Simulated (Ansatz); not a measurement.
A displaced shape of doublet CH3:

```xyz
4

C    -0.0331   -0.0197    0.0319
H     1.0791    0.0023   -0.0487
H    -0.5446    0.9942    0.0021
H    -0.5378   -0.9206    0.0434
```

It was optimised with PBE0/def2-SVP in Ansatz (development build ahead of 0.2.0) to forces under 0.001 eV/Å, with unrestricted orbitals. Each step stands on the lowest determinant of that kind that the program's search found.

(1) What shape does it relax to, and how does the optimisation go?

## Answers

(1)

```json
{"atom": "C", "x (Å)": "-0.0091", "y (Å)": "0.0140", "z (Å)": "0.0072"}
{"atom": "H", "x (Å)": "1.0800", "y (Å)": "0.0041", "z (Å)": "-0.0428"}
{"atom": "H", "x (Å)": "-0.5461", "y (Å)": "0.9630", "z (Å)": "0.0085"}
{"atom": "H", "x (Å)": "-0.5612", "y (Å)": "-0.9249", "z (Å)": "0.0558"}
```

Bond lengths: C1–H2 1.090 Å, C1–H3 1.090 Å, C1–H4 1.090 Å. Angles: H2–C1–H3 120.0°, H2–C1–H4 120.0°, H3–C1–H4 120.0°.

| step | E − E(start) (eV) | largest force (eV/Å) |
| --- | --- | --- |
| 1 | 0.0000 | 3.6476 |
| 2 | -0.1060 | 0.7826 |
| 3 | -0.1068 | 0.5956 |
| 4 | -0.1233 | 0.1591 |
| 5 | -0.1242 | 0.0774 |
| 6 | -0.1194 | 0.1652 |
| 7 | -0.1237 | 0.1442 |
| 8 | -0.1246 | 0.0420 |
| 9 | -0.1246 | 0.0290 |
| 10 | -0.1247 | 0.0180 |
| 11 | -0.1247 | 0.0158 |
| 12 | -0.1247 | 0.0154 |
| 13 | -0.1247 | 0.0089 |
| 14 | -0.1247 | 0.0062 |
| 15 | -0.1247 | 0.0024 |
| 16 | -0.1247 | 0.0005 |

The optimisation ended after 16 steps with its threshold met.
